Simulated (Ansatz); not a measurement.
`C/C=C/CCC`, relaxed with RKS PBE0-D4/def2-TZVP in Ansatz 0.2.0 from a PBE-D4/def2-SVP geometry. The force threshold is 0.005 eV/Å; the program also tests the step.

Total charge 0; spin multiplicity 1.

Start:

```xyz
18

C     2.248   -0.382   -1.823
C     1.287   -0.726   -0.724
C    -0.044   -0.524   -0.756
C    -1.008   -0.857    0.348
C    -1.739    0.376    0.921
C    -0.809    1.374    1.612
H     3.034    0.321   -1.470
H     2.786   -1.284   -2.191
H     1.735    0.085   -2.688
H     1.724   -1.190    0.182
H    -0.486   -0.056   -1.659
H    -1.773   -1.570   -0.036
H    -0.471   -1.385    1.167
H    -2.289    0.885    0.097
H    -2.518    0.030    1.634
H    -0.032    1.750    0.915
H    -0.280    0.903    2.467
H    -1.367    2.249    2.004
```

(1) By how much does the energy fall, and how many steps does the optimiser take? (An estimate is asked.)

(2) Which bonds change most? (Best estimate.)

(3) Give the relaxed structure. (An estimate is asked.)

Answers

(1) The calculation gave: 7.72 kJ/mol, in 4 steps.

(2) Ansatz gave: C2–C3 from 1.348 to 1.327 Å; C2–H10 from 1.107 to 1.090 Å; C1–H8 from 1.112 to 1.095 Å; C3–H11 from 1.108 to 1.091 Å.

(3) Computed: 
```xyz
18

C     2.224   -0.378   -1.808
C     1.272   -0.720   -0.714
C    -0.039   -0.514   -0.746
C    -0.995   -0.850    0.349
C    -1.725    0.374    0.905
C    -0.799    1.358    1.597
H     2.994    0.319   -1.460
H     2.749   -1.268   -2.170
H     1.708    0.080   -2.655
H     1.701   -1.179    0.177
H    -0.471   -0.050   -1.634
H    -1.741   -1.559   -0.029
H    -0.460   -1.358    1.159
H    -2.255    0.876    0.088
H    -2.496    0.036    1.605
H    -0.030    1.724    0.914
H    -0.288    0.887    2.442
H    -1.349    2.221    1.980
```
